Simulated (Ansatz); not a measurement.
# The boron atom (doublet): wave-function methods side by side, 6-31G*

The task here is to estimate one member of a computed series from the others.

The runs use Ansatz 0.2.0, Gaussian basis; 6-31G*, core rule «outside noble gas», up to 1 orbitals frozen.

The runs, in order: CCSD(T) on UHF; BCCD(T) on ROHF; CISD; CCSDT on ROHF; CCSDT on UHF; CASSCF and MRCISD+Q, 3 electrons in 4 orbitals; CASSCF and MRCISD+Q(relaxed), 3 electrons in 4 orbitals; CASSCF and NEVPT4(SD), 3 electrons in 4 orbitals; CASSCF and NEVPT2, 3 electrons in 4 orbitals; Full CI.

## The atom

A free atom, in its lowest state of this spin that the program finds.

1 atom, charge 0, spin multiplicity 2.

Set-up of the first run:

in.yaml reads:

```yaml
crystal:
  periodic: [false, false, false]
  atoms:
    - {symbol: B, position_ang: [0.000000, 0.000000, 0.000000]}
basis:
  gaussian: {orbitals: "6-31G*"}
magnetization: {spin_polarized: true, initial_magnetization: 1}
correlation: {method: ccsd_t, electrons: outside_noble_gas}
```

The run is started by

```console
$ ansatz run in.yaml --threads 1 --pin off --events-out ev --progress --plain --max-ram 2393MiB
```

Among the steps run: CCSD(T) on UHF; BCCD(T) on ROHF; CISD; CCSDT on ROHF; CCSDT on UHF; CASSCF and MRCISD+Q, 3 electrons in 4 orbitals; CASSCF and MRCISD+Q(relaxed), 3 electrons in 4 orbitals; CASSCF and NEVPT4(SD), 3 electrons in 4 orbitals; CASSCF and NEVPT2, 3 electrons in 4 orbitals; Full CI.

One table of the session follows, with a row left open; its other results are not shown here.

| method | from FCI (meV) |
| --- | --- |
| UHF | +1574.9 |
| UMP2 | +576.8 |
| UCCSD | +27.6 |
| UCCSD(T) | +6.5 |
| BCCD(T) | +7.4 |
| UCCSDT | -0.8 |
| CASSCF valence | +707.0 |
| NEVPT2 valence | +172.9 |
| NEVPT4(SD) valence | ? |
| MRCISD valence | +2.0 |
| MRCISD+Q valence | -8.5 |
| MRCISD+Q(relaxed) valence | -11.0 |
| FCI | 0 |

Q: Estimate the row for NEVPT4(SD) valence from the others.

**Answer.** from FCI (meV): +13.6. In the column «from FCI (meV)» it lies between BCCD(T) (+7.4) and UCCSD (+27.6).

Not comparable, so not listed: CISD; CCSDT on ROHF (they don't share determinant, frozen orbitals or solution with the rows shown, or repeat one).

Caveats from the session: MRCISD+Q valence, MRCISD+Q(relaxed) valence fall below full CI: the +Q correction isn't variational, and the cores differ from full CI's. Levels on UHF freeze UHF's core orbitals, full CI those of ROHF, so the U rows can settle a little off it for that reason alone.
